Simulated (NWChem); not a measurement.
**Basis-set dependence for CHO**

```
C
O 1 1.1722
H 1 1.1350 2 124.78
```
Charge 0, spin multiplicity 2.

All runs are NWChem calculations. Structure: optimised with UPBE0/def2-SVP, a minimum by its harmonic frequencies.

Hartree-Fock energies in Ha, correlation energies in mHa.

The correlated methods keep 2 core orbitals frozen. The structure started from a generated list of species. The unpaired electrons of the parent sit in orbitals of symmetry a' (Cs labels of the run); other states weren't searched. No SCF solution was tested for a lower state. Open-shell Hartree-Fock references start from PBE0 orbitals. No row is a measurement; the coupled-cluster row has its own basis-set and correlation limits.

| basis | functions | UHF | CCSD on ROHF | CCSD[T] on ROHF | CCSD(T) on ROHF | CCSDT on ROHF | UMP2 | SCS-UMP2 | CCSD on UHF | CCSD[T] on UHF | CCSD(T) on UHF |
|---|---|---|---|---|---|---|---|---|---|---|---|
| STO-3G | 11 | -111.73195 | -132.5 | -139.0 | -137.1 | -138.0 | not run | not run | not run | not run | not run |
| def2-SVP | 33 | -113.15900 | -310.3 | -323.2 | -321.3 | -321.6 | -294.6 | -286.1 | -305.7 | -317.7 | -316.0 |
| def2-TZVP | 68 | -113.29771 | -376.2 | -395.3 | -393.5 | not run | -363.2 | -355.6 | -370.9 | -389.1 | -387.5 |
| def2-QZVP | 144 | -113.30323 | not run | not run | not run | not run | -392.9 | -387.5 | not run | not run | not run |

From def2-TZVP to def2-QZVP the Hartree-Fock energy moves by -5.5 mHa and the UMP2 correlation energy by -29.7 mHa, which is 8 % of its value in the larger set.
